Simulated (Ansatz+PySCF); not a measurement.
Values are calculated unless marked as measured or tabulated.
This Ansatz input gave a total energy of -459.91518 hartree.

```yaml
crystal:
  periodic: [false, false, false]
  atoms:
    - { symbol: H, position_ang: [0.0, 0.0, -3.03451] }
    - { symbol: Cl, position_ang: [0.0, 0.0, 0.1785] }
basis:
  gaussian: { orbitals: "6-31G" }
hamiltonian:
  xc: hf
correlation:
  method: mp2
  frozen_orbitals: { Cl: 5, H: 0 }
scf:
  omitted_lower_state_checks: [stability, starts, atomic_configurations, cluster_reference, orbital_swaps, given_window_search, neighbouring_geometries, increment]
```

Task: Write an input for PySCF with the same method and basis set.

Result:

```python
from pyscf import gto, scf, mp

mol = gto.M(atom="""
H 0.000000 0.000000 -3.034510
Cl 0.000000 0.000000 0.178500
""", basis='6-31g', charge=0, spin=0)
mf = scf.RHF(mol)
mf.kernel()
pt = mp.MP2(mf, frozen=5).run()
print(mf.e_tot, pt.e_corr, pt.e_tot)
```

PySCF 2.14.0 gave -459.91518 hartree, 0.02 meV from the first. Caution: large amplitudes, a single reference is doubtful; an unrestricted determinant lies well below.
